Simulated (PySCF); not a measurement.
Gas-phase reaction: HBNH + 2 HCl ⇌ H₂BNH₂ + 2 Cl

Computed with PySCF and rigid-rotor harmonic-oscillator thermochemistry at 1 bar. † marks an energy on the PBE0/def2-TZVP geometry and frequencies; other levels use their own. 6-31G* has spherical d functions here. Open shells (unrestricted): Cl (multiplicity 2, electronic degeneracy 6); the rest are closed-shell singlets. Spin-orbit splitting is ignored; it lowers the true energy and changes the entropy of Cl. HBNH, H₂BNH₂: computed as isolated molecules; such fragments, hydroxides, amides, oligomers or adducts are transient or little studied in the gas. The harmonic model lacks anharmonicity and excited electronic states, which grow with temperature; levels with a mode under 35 cm⁻¹ are left out.

```csv
level,"ΔE electronic, kJ","ΔH°(298 K), kJ","ΔS°(298 K), J/K","ΔG°(1800 K), kJ"
BLYP/def2-TZVP†,271,290,-19,330
HF/6-31G*,69,89,-16,124
r2SCAN/def2-TZVP†,268,287,-19,327
LDA/def2-TZVP†,338,357,-19,397
ωB97X-V/def2-TZVP†,259,279,-19,319
```
ΔH° is lowest at HF/6-31G* and highest at LDA/def2-TZVP†. No reference value is set beside these.
